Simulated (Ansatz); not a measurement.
Run this with Ansatz's Python interface and show what comes out.

`c5h10n_conformers.py`
```python
"""Conformer energies of C5H10N(+)."""

import ansatz as az
from rdkit import Chem
from rdkit.Chem import AllChem

config = {
    "basis": "def2-SVP",
    "functional": "B3LYP",
    "net_charge": 1,
}


def main() -> None:
    rd = Chem.AddHs(Chem.MolFromSmiles("C=CC1C[NH2+]C1"))
    ids = list(AllChem.EmbedMultipleConfs(rd, numConfs=20, randomSeed=100, pruneRmsThresh=0.4))
    field = [energy for _, energy in AllChem.MMFFOptimizeMoleculeConfs(rd)]
    distinct = {round(e, 2): i for i, e in zip(ids, field)}
    chosen = sorted(distinct.items())[:4]
    found = []
    for force_field, index in chosen:
        c5h10n = az.Crystal.molecule()
        for atom, xyz in zip(rd.GetAtoms(), rd.GetConformer(index).GetPositions()):
            c5h10n = c5h10n.atom(atom.GetSymbol(), xyz.round(5).tolist())
        job = (
            c5h10n.calculation()
            .basis(gaussian=config["basis"])  # atom-centred Gaussian functions
            .functional(config["functional"])
            .charge(config["net_charge"])  # electrons removed from the neutral system
        )
        found.append(job.run(threads=1).report["free_energy_ev"])
    print("conformer   MMFF (kcal/mol)   this level (kcal/mol)")
    for (force_field, index), e in zip(chosen, found):
        print(f"{index:9d} {force_field - chosen[0][0]:17.2f} {23.060548 * (e - min(found)):17.3f}")


if __name__ == "__main__":
    main()
```

Running `python c5h10n_conformers.py` prints:
```text
conformer   MMFF (kcal/mol)   this level (kcal/mol)
        5              0.00             0.506
        4              0.42             0.000
```

What to keep in mind:
- The conformers keep their force-field geometries.
- b3lyp holds the VWN-RPA fit, as in Gaussian; the form of ORCA and Turbomole is b3lyp5.
- Timing: 8.2 s on 1 thread of Arm Neoverse V2, on a shared host, peak memory 0.38 GiB.
